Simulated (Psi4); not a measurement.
Reaction (SMILES): PP (P2H4) + [H][H] (H2) → 2 P (PH3)
B3LYP-D3(BJ)/def2-TZVP geometries, fixed; electronic energies without zero-point terms.
Largest species:
```
P
H 1 1.4206
H 1 1.4206 2 92.33
P 1 2.2503 2 93.65 3 -93.89
H 4 1.4206 1 93.65 2 -86.71
H 4 1.4206 5 92.33 1 93.89
```

Effect of the treatment of two-electron integrals at MP2/cc-pV(T+d)Z with Psi4, against the last row, where the energy of full hydrogenation is -4.09 kcal/mol. Cores are frozen.

| setting | largest shift of a total energy (mEh) | shift of the energy of full hydrogenation (kcal/mol) |
|---|---|---|
| scf_type: df | 0.229 | -0.011 |
| scf_type: cd | 0.373 | -0.003 |
| scf_type: pk | 0.000 | 0.000 |

Within 0.02 kcal/mol in the energy of full hydrogenation: scf_type: df; scf_type: cd. The largest shift is 0.373 mEh in a total energy and 0.011 kcal/mol in the difference.
